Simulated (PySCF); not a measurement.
## `InChI=1S/C4H10S/c1-4(2)3-5/h4-5H,3H2,1-2H3`

Geometry (Å), atoms numbered from 1 in this order:
```xyz
15

C     1.150   -0.896    0.242
C     0.034    0.128    0.360
C     0.594    1.541    0.457
C    -0.940    0.048   -0.810
S    -1.859   -1.507   -0.957
H     1.808   -0.858    1.113
H     1.760   -0.698   -0.645
H     0.750   -1.908    0.157
H    -0.532   -0.080    1.276
H     1.270    1.636    1.310
H    -0.201    2.282    0.574
H     1.160    1.797   -0.444
H    -0.396    0.133   -1.756
H    -1.652    0.875   -0.778
H    -2.540   -1.394    0.194
```

Theory: TDDFT CAM-B3LYP/def2-TZVPD excited states, vertical, gas phase in PySCF. Geometry: PBE0-D3(BJ)/def2-TZVP.

Task: How strongly do the lowest singlets absorb one photon, and two photons of half the energy?

Result: δ for parallel linear polarisation; σ at the peak of a Lorentzian of half width 0.1 eV, single beam; Ω is circular over linear.
| state | E (eV) | f | photon λ (nm) | δ (au) | σ (GM) | Ω | main |
| --- | --- | --- | --- | --- | --- | --- | --- |
| S1 | 5.40 | 0.005 | 460 | 2.36 | 0.03 | 1.49 | HOMO→LUMO 0.53, HOMO→LUMO+4 0.20 |
| S2 | 6.04 | 0.027 | 410 | 73.7 | 0.99 | 1.37 | HOMO→LUMO+1 0.71, HOMO→LUMO 0.12 |
| S3 | 6.73 | 0.015 | 369 | 81.5 | 1.35 | 1.28 | HOMO→LUMO+2 0.81 |
| S4 | 6.98 | 0.024 | 355 | 107 | 1.90 | 0.71 | HOMO→LUMO+4 0.36, HOMO→LUMO 0.14 |
| S5 | 7.17 | 0.004 | 346 | 208 | 3.92 | 0.18 | HOMO→LUMO+3 0.63, HOMO→LUMO 0.16 |
| S6 | 7.83 | 0.037 | 317 | 79.4 | 1.78 | 0.78 | HOMO→LUMO+9 0.42, HOMO→LUMO+5 0.15 |

Among these, the strongest one-photon state is S6, the strongest two-photon state S5, with a dipole change of 8.3 D (relaxed, norm of the difference vector).
